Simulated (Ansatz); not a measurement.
# PH3S: how energies converge with the basis set

The task here is to estimate one member of a computed series from the others.

The runs use Ansatz 0.2.0, Gaussian basis; one geometry, several basis sets.

The runs, in order: PBE0-D4/def2-SVP; ωB97M-V/def2-SVP; PBE0-D4/def2-QZVPP; ωB97M-V/def2-QZVPP; CCSD(T)/cc-pV(D+d)Z; CCSD(T)/cc-pV(T+d)Z; CCSD(T)/cc-pV(Q+d)Z; the functionals' def2-TZVPP values are taken from earlier runs.

## The relaxed structure

The geometry comes from an earlier relaxation with PBE0-D4 in a triple-zeta def2 set; it is a stationary point.

SMILES `PS`, 5 atoms, charge 0, spin multiplicity 1.

Atoms are counted from 1 here; the program's logs count them from 0.

Bond lengths: P1–S2 2.116 Å, P1–H3 1.419 Å, P1–H4 1.419 Å, S2–H5 1.342 Å. Angles: S2–P1–H3 97.5°, S2–P1–H4 97.4°, H3–P1–H4 93.0°, P1–S2–H5 94.4°.

The first run:

in.yaml reads:

```yaml
crystal:
  periodic: [false, false, false]
  atoms:
    - {symbol: P, position_ang: [-0.460089, -0.498393, 0.425200]}
    - {symbol: S, position_ang: [0.785275, 0.959191, -0.470480]}
    - {symbol: H, position_ang: [0.282859, -1.642262, 0.032556]}
    - {symbol: H, position_ang: [-1.380931, -0.635996, -0.646038]}
    - {symbol: H, position_ang: [0.822785, 1.743860, 0.617263]}
basis:
  gaussian: {orbitals: def2-SVP}
hamiltonian: {xc: pbe0, dispersion: d4}
output: {orbitals: {seedname: orbitals}}
```

Launch:

```sh
ansatz run in.yaml --threads 2 --pin off --events-out ev --progress --plain --max-ram 4352MiB
```

Steps of the session up to this table: PBE0-D4 in def2-SVP; ωB97M-V in def2-SVP; PBE0-D4 in def2-QZVPP; ωB97M-V in def2-QZVPP.

One of the session's tables, all rows but one given; the rest of the session is left out.

| functional | basis | HOMO (eV) | LUMO (eV) |
| --- | --- | --- | --- |
| PBE0-D4 | def2-SVP | -7.31 | 0.04 |
| PBE0-D4 | def2-TZVPP | -7.47 | -0.39 |
| PBE0-D4 | def2-QZVPP | -7.50 | -0.55 |
| ωB97M-V | def2-SVP | ? | ? |
| ωB97M-V | def2-TZVPP | -9.65 | 1.56 |
| ωB97M-V | def2-QZVPP | -9.70 | 1.21 |

Q: Estimate the row for ωB97M-V, def2-SVP from the others.

**Answer.** HOMO (eV): -9.47; LUMO (eV): 2.21. In the column «HOMO (eV)» it lies between ωB97M-V, def2-TZVPP (-9.65) and PBE0-D4, def2-QZVPP (-7.50).
